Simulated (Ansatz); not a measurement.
Compare A (`CCCSCC`) with its isomer B (`CCC(C)(C)S`).

Program: Ansatz. Geometries: PBE0-D4/def2-TZVP. ΔE: electronic, gas phase. CCSD(T)/CBS is the MP2 limit (def2-TZVPP, def2-QZVPP) plus CCSD(T) − MP2 in def2-TZVPP, frozen cores. Functionals use def2-TZVPP. One conformer a species, not always the lowest.

Question: Which isomer does CCSD(T)/CBS put lower? Give the gap. (Estimate.)

Answer: Computed: B, by 17.2 kJ/mol.

Question: Give E(B) − E(A) in kJ/mol with PBE-D4, B2PLYP, LDA (SPW92), PBE0-D4, r2SCAN-D4, CCSD(T)/def2-TZVPP, MP2/def2-TZVPP. (Estimate.)

Answer: Computed: PBE-D4 -8.5, B2PLYP -8.6, LDA (SPW92) -20.5, PBE0-D4 -10.3, r2SCAN-D4 -12.4, CCSD(T)/def2-TZVPP -19.4, MP2/def2-TZVPP -22.3. None reverses the order clearly.

Largest T1 diagnostic: 0.009.

In def2-TZVPP, CCSD(T) changes the Hartree–Fock value by −18.4 kJ/mol (the triples alone add −2.2 kJ/mol) and MP2 by −21.4 kJ/mol. The D4 term adds −8.7 kJ/mol with B3LYP and −4.5 kJ/mol with PBE0; it sums over pairs of atoms, weighted by their polarisabilities, and B3LYP, whose exchange is more repulsive, gets the larger term.

B3LYP here is the variant with VWN-RPA as its local correlation; programs differ in this.
